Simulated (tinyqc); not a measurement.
Worked calculation: Pariser-Parr-Pople SCF with singles CI, for the molecule C=C1C=C1C=O (SMILES; centres numbered as the heavy atoms are written). Computed by tinyqc, a small Python program that keeps every step. Settings: charge = 0, gamma = MN, start = core, damping = 0, iteration cap = 80, excitations kept = 6. Command: `OMP_NUM_THREADS=1 python tinyqc.py 20552 20553 out.jsonl` (the two numbers bound the seeds that draw the settings). One thread of a shared host (Intel(R) Xeon(R) Processor @ 2.60GHz), about 0.01 s of CPU time with the checks. Later iterations appear only in the table of the cycle.

## PPP integrals

Centres (angstrom, eV; a flat drawing with bonds scaled to 1.40 angstrom):
```
centre        x        y  core charge z        W  gamma_rr
1C       2.4380  -0.6520              1  11.1600   11.1300
2C       1.2210   0.0400              1  11.1600   11.1300
3C       0.5120   1.2470              1  11.1600   11.1300
4C      -0.1790   0.0300              1  11.1600   11.1300
5C      -1.3870  -0.6780              1  11.1600   11.1300
6O      -2.6040   0.0130              1  17.7000   15.2000
```

Resonance integrals (eV):
```
i  j     beta
1  2  -2.3900
2  3  -2.3900
3  4  -2.3900
4  5  -2.3900
5  6  -2.5100
4  2  -2.3900
```

Mataga-Nishimoto: gamma = 14.399645/(R + a), a = 2 x 14.399645/(gamma_rr + gamma_ss); H_rr = -W_r - sum_(s != r) z_s gamma_rs; H_rs = beta for bonds.

repulsion gamma_rs (eV), lower triangle:
```
         1C       2C       3C       4C       5C       6O
1C  11.1300
2C   5.3456  11.1300
3C   3.6012   5.3459  11.1300
4C   3.6016   5.3455   5.3466  11.1300
5C   2.8131   3.6010   3.6019   5.3452  11.1300
6O   2.3302   2.9274   3.2393   4.0922   5.7754  15.2000
```

core matrix H (eV), lower triangle:
```
          1C        2C        3C        4C        5C        6O
1C  -28.8517
2C   -2.3900  -33.7253
3C    0.0000   -2.3900  -32.2949
4C    0.0000   -2.3900   -2.3900  -34.8909
5C    0.0000    0.0000    0.0000   -2.3900  -32.2965
6O    0.0000    0.0000    0.0000    0.0000   -2.5100  -36.0646
```

## Starting guess

pi electrons, sum of z_r less the charge = 6

Orbitals of the core matrix H.

P at the start, lower triangle:
```
         1C       2C       3C       4C      5C      6O
1C   0.2341
2C   0.5282   1.3556
3C   0.2040   0.6625   0.4275
4C  -0.1595   0.1050   0.4326   1.4512
5C  -0.2242  -0.3450  -0.0037   0.7072  0.7491
6O   0.1310   0.1600  -0.0671  -0.2697  0.5174  1.7825
```

## Iteration 1: Fock matrix

F_rr = H_rr + P_rr gamma_rr / 2 + sum_(s != r) P_ss gamma_rs; F_rs = H_rs - P_rs gamma_rs / 2; E = tr P (H + F) / 2 + core repulsion sum_(r<s) z_r z_s gamma_rs.

F (eV), lower triangle:
```
         1C       2C       3C       4C       5C       6O
1C  -7.2754
2C  -3.8016  -6.9717
3C  -0.3673  -4.1609  -5.5947
4C   0.2872  -2.6706  -3.5465  -5.1416
5C   0.3153   0.6212   0.0067  -4.2799  -2.9964
6O  -0.1527  -0.2341   0.1087   0.5518  -4.0040  -6.3539
```

pi energy = -77.0882 eV

## Iteration 1: orbitals and new P

Diagonalise F (the basis is taken as orthonormal) and form P = 2 sum c c over the lowest orbitals.

orbital energies (eV): -14.1504  -9.9664  -7.8099  -3.8021  -1.1029  2.4980

P after iteration 1, lower triangle:
```
         1C       2C       3C      4C      5C      6O
1C   1.3481
2C   0.7372   0.9249
3C  -0.0830   0.5740   0.7410
4C  -0.4199   0.3307   0.7004  0.9007
5C  -0.2064  -0.0677   0.0859  0.4606  0.7541
6O   0.3310  -0.0867  -0.3140  0.0422  0.8202  1.3313
```

## Iteration 2: Fock matrix

As before.

F (eV), lower triangle:
```
         1C       2C       3C       4C       5C       6O
1C  -5.2697
2C  -4.3603  -5.9836
3C   0.1495  -3.9243  -6.5281
4C   0.7561  -3.2737  -4.2623  -6.6392
5C   0.2904   0.1219  -0.1546  -3.6211  -5.8054
6O  -0.3857   0.1269   0.5086  -0.0863  -4.8786  -9.6569
```

pi energy = -81.6119 eV

## Iteration 2: orbitals and new P

As before.

orbital energies (eV): -15.1718  -12.9211  -8.3467  -3.5471  -0.4717  0.5756

P after iteration 2, lower triangle:
```
         1C       2C       3C       4C      5C      6O
1C   1.1532
2C   0.8353   0.9882
3C  -0.0812   0.4742   0.7475
4C  -0.3779   0.2645   0.7702   0.9660
5C  -0.2363  -0.0855   0.1215   0.4375  0.7357
6O   0.2711   0.0005  -0.3111  -0.0367  0.8129  1.4093
```

## Convergence

Stop when output and input P, before any damping, agree to 1e-7.

Course of the cycle:
```
iteration      E (eV)  largest |P(out) - P(in)|
1          -77.088156                  1.11e+00
2          -81.611889                  1.95e-01
3          -82.025729                  4.47e-02
4          -82.077756                  2.52e-02
5          -82.091972                  1.37e-02
6          -82.096129                  7.47e-03
7          -82.097377                  4.10e-03
8          -82.097756                  2.30e-03
9          -82.097872                  1.29e-03
10         -82.097907                  7.22e-04
11         -82.097918                  4.02e-04
...               ...                       ...
16         -82.097923                  2.12e-05
17         -82.097923                  1.18e-05
18         -82.097923                  6.53e-06
19         -82.097923                  3.62e-06
20         -82.097923                  2.01e-06
21         -82.097923                  1.11e-06
22         -82.097923                  6.17e-07
23         -82.097923                  3.42e-07
24         -82.097923                  1.90e-07
25         -82.097923                  1.05e-07
26         -82.097923                  5.84e-08
```

Converged in 26 iterations.

## Converged orbitals

Charges are z - P_rr.

orbital energies (eV): -14.8813  -12.6350  -8.7806  -3.1512  -0.2660  0.6287

coefficients:
```
       MO1      MO2      MO3      MO4      MO5      MO6
1C  0.1935  -0.1935   0.7124  -0.2129   0.4251  -0.4377
2C  0.4812  -0.3235   0.4006   0.0509  -0.4485   0.5474
3C  0.4752  -0.2623  -0.3159   0.5870   0.5104   0.0220
4C  0.5595  -0.0844  -0.3893  -0.3718  -0.3555  -0.5135
5C  0.3480   0.4795  -0.0971  -0.5081   0.4273   0.4459
6O  0.2666   0.7430   0.2669   0.4596  -0.2205  -0.2140
```

pi charges: 1C -0.1648, 2C 0.0068, 3C 0.2111, 4C 0.0566, 5C 0.2791, 6O -0.3888

## Singles CI, singlets

Over the 6 single excitations with the smallest orbital gaps: A = (e_a - e_i) delta + 2 (ia|jb) - (ij|ab), with (pq|rs) = sum c_mp c_mq gamma_mn c_nr c_ns. f = 2/3 w |mu|^2 in atomic units, mu = sqrt2 sum c_ia sum_m c_mi c_ma R_m.

singlet CI matrix (eV), lower triangle:
```
         3>4      3>5      3>6      2>4      1>4     2>5
3>4   2.7624
3>5  -0.5065   5.3281
3>6   0.0522  -0.3409   6.3796
2>4   0.4173   0.2033  -0.2279   6.6713
1>4  -0.2075  -0.5058  -0.1973   0.1893   8.3539
2>5   0.3139   0.1090   0.0902  -0.4007  -0.3188  9.0940
```

singlet excitation energies (eV): 2.5791  5.2319  6.3208  6.8309  8.3028  9.3239

oscillator strengths: 0.2001  0.4447  0.7335  0.1605  0.2188  0.2961

## Singles CI, triplets

Over the 6 single excitations with the smallest orbital gaps: A = (e_a - e_i) delta - (ij|ab), with (pq|rs) = sum c_mp c_mq gamma_mn c_nr c_ns.

triplet CI matrix (eV), lower triangle:
```
         3>4     3>5      3>6      2>4     1>4     2>5
3>4   1.1240
3>5  -0.1462  3.1285
3>6  -0.7397  1.0162   3.8382
2>4  -0.6677  0.0025   0.4266   3.4002
1>4   0.6397  0.6232   0.0745  -0.4407  6.1143
2>5   0.0025  0.2112  -0.7569   1.0045  0.9881  7.5952
```

triplet excitation energies (eV): 0.7623  2.1964  2.9785  4.8524  6.1063  8.3046
